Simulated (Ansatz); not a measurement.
Start from `PBS` and change one atom or group to get `CBP`.

Ansatz, PBE0-D4/def2-TZVP geometries, multiplicity 1. Each molecule was computed in one conformer, which needn't be the lowest.

```tsv
property	`PBS`
HOMO–LUMO gap (PBE/def2-TZVPP) / eV	4.05
size of the dipole moment (PBE/def2-TZVPP) / D	1.03
ideal-gas entropy at 298 K and 1 bar (rigid rotor, harmonic PBE0-D4/def2-TZVP) / J/(mol·K)	295
LUMO energy (PBE0/def2-TZVPP) / eV	-1.38
vertical ionisation energy (CCSD(T)/CBS(def2)) / eV	9.70
size of the dipole moment (ωB97M-V/def2-TZVPP) / D	0.94
```

Give the same properties after the change, and the shifts. (Estimate.)

Ansatz gave: 
```tsv
property	`CBP`	shift
HOMO–LUMO gap (PBE/def2-TZVPP) / eV	3.99	-0.06
size of the dipole moment (PBE/def2-TZVPP) / D	0.89	-0.14
ideal-gas entropy at 298 K and 1 bar (rigid rotor, harmonic PBE0-D4/def2-TZVP) / J/(mol·K)	298	3
LUMO energy (PBE0/def2-TZVPP) / eV	-1.28	0.10
vertical ionisation energy (CCSD(T)/CBS(def2)) / eV	9.66	-0.04
size of the dipole moment (ωB97M-V/def2-TZVPP) / D	0.92	-0.02
```

The zero-point energy changes by 68.0 kJ/mol with +6 modes. Dipoles are sizes alone; their direction can turn.
